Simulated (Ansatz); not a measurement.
Corundum (α-Al2O3), treated with LDA in Ansatz (PAW).

Run with plane-wave cutoff 520 eV, 10×10×10 k mesh, Fermi–Dirac smearing 0.01 eV, scalar-relativistic PAW data made under PBE.

Cell (measured lattice):

```yaml
crystal:
  lattice:
    - [-4.54181, -2.37850, 0.00000]
    - [-4.54181, 2.37850, 0.00000]
    - [-3.29621, 0.00000, -3.92687]
  atoms:
    - { symbol: Al, position: [0.85218, 0.85218, 0.85218] }
    - { symbol: Al, position: [0.35218, 0.35218, 0.35218] }
    - { symbol: Al, position: [0.14782, 0.14782, 0.14782] }
    - { symbol: Al, position: [0.64782, 0.64782, 0.64782] }
    - { symbol: O, position: [0.44375, 0.05625, 0.75000] }
    - { symbol: O, position: [0.05625, 0.75000, 0.44375] }
    - { symbol: O, position: [0.55625, 0.94375, 0.25000] }
    - { symbol: O, position: [0.25000, 0.55625, 0.94375] }
    - { symbol: O, position: [0.94375, 0.25000, 0.55625] }
    - { symbol: O, position: [0.75000, 0.44375, 0.05625] }
```

Estimate the band gap that the calculation returns.


* **band gap**: 6.19 eV (direct)

Note: cell and atoms aren't relaxed at this level (largest force component 0.07 eV/Å, pressure -4.7 GPa).

The computed numbers hold no vibrational or temperature effects.

Cost on a shared machine: very roughly 30 core-seconds.

Ansatz is a program for electronic structure.
